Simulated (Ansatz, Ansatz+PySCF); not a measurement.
```xyz
6

C     0.7245    0.0000    0.0000
C    -0.3622    0.6274    0.0000
C    -0.3622   -0.6274    0.0000
H     1.7310    0.0000    0.0000
H    -0.8655    1.4991    0.0000
H    -0.8655   -1.4991    0.0000
```

RHF-MP2 on singlet C3H3(+) was run in several spherical basis sets with Ansatz (development build ahead of 0.2.0). Frozen core: 3 orbitals. Caution for RHF-MP2: no unrestricted run beside it, a lower state can exist.

Task: Rank the basis sets by the total energy that they give, lowest first, with the distance from the lowest.
A. cc-pVDZ
B. def2-TZVP
C. cc-pVTZ
D. 6-31G(d)
E. def2-SVP

Result: C (0.00 eV), B (0.17 eV), A (3.45 eV), D (3.54 eV), E (5.75 eV).

Totals follow the description of the cores as much as that of the bonds, so this order isn't one of quality for chemistry.
